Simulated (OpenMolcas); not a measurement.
# HBS (hydrogen boron sulfide): the energy, rung by rung

HBS has 3 atoms, charge 0, and is taken as a singlet. As SMILES, `B=S`. The coordinates come from a GFN2-xTB relaxation.

```xyz
3

B    -0.0410   -0.0161    0.1425
S     0.3953    0.1465   -1.3797
H    -0.3543   -0.1304    1.2371
```

Each level gives the energy change with the B1–S2 bond stretched from 1.592 to 1.990 Å (eV). The values are calculated.

```json
{"level": "HF/STO-3G (restricted)", "kind": "Hartree–Fock", "program": "OpenMolcas", "value (eV)": "3.74", "less FCI/STO-3G": "+0.88", "CPU time (all runs)": "2.9 s"}
{"level": "SVWN5/STO-3G (restricted)", "kind": "LDA", "program": "OpenMolcas", "value (eV)": "2.97", "less FCI/STO-3G": "+0.11", "CPU time (all runs)": "5.1 s"}
{"level": "PBE/STO-3G (restricted)", "kind": "GGA", "program": "OpenMolcas", "value (eV)": "2.82", "less FCI/STO-3G": "-0.04", "CPU time (all runs)": "5.3 s"}
{"level": "r2SCAN/STO-3G (restricted)", "kind": "meta-GGA", "program": "OpenMolcas", "value (eV)": "3.04", "less FCI/STO-3G": "+0.18", "CPU time (all runs)": "6.4 s"}
{"level": "M06-2X/STO-3G (restricted)", "kind": "hybrid meta-GGA", "program": "OpenMolcas", "value (eV)": "3.36", "less FCI/STO-3G": "+0.50", "CPU time (all runs)": "5.8 s"}
{"level": "B2PLYP/STO-3G (restricted)", "kind": "double hybrid", "program": "OpenMolcas", "value (eV)": "2.95", "less FCI/STO-3G": "+0.09", "CPU time (all runs)": "5.1 s"}
{"level": "CISD/STO-3G (restricted)", "kind": "coupled cluster or CI", "program": "OpenMolcas", "value (eV)": "3.18", "less FCI/STO-3G": "+0.32", "CPU time (all runs)": "3.2 s"}
{"level": "FCI/STO-3G", "kind": "exact in the basis", "program": "OpenMolcas", "value (eV)": "2.86", "less FCI/STO-3G": "0.00", "CPU time (all runs)": "4.3 s"}
```

FCI/STO-3G is exact within its basis and frozen core, so for wave-function methods in that basis the difference is their error; functionals converge differently with the basis, so for them it is only a difference. The first shape isn't each level's own minimum. The values span 2.82 to 3.74 eV. All rows use very small basis sets, so even the best lies far from the true value. CPU times are rough (shared hosts, several kinds of processor): they show what a rung costs within a factor of a few.
